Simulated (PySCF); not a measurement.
Nitrogen placed at different ring positions: thiophene 1N. Gas-phase values, no solvent. Strings in code marks are SMILES.

Calculation: PBE-D3(BJ)/def2-TZVP // PBE0-D4/def2-TZVP run with PySCF. All candidates: neutral, multiplicity 1. Excitations are Tamm–Dancoff values on a coarser integration grid. The basis has no diffuse functions, so Rydberg states are missing or too high.

| Property | Result |
|---|---|
| T1 excitation (TDA) | 3.93 eV |
| LUMO | -1.23 eV |
| HOMO | -5.86 eV |

Problem. Say which member has these values.
A. `c1cnsc1`
B. `c1ccsc1`
C. `c1cscn1`

Solution. B, `c1ccsc1`. The others give `c1cnsc1`: 4.26 eV, -1.83 eV, -6.53 eV; `c1cscn1`: 3.96 eV, -1.72 eV, -6.32 eV
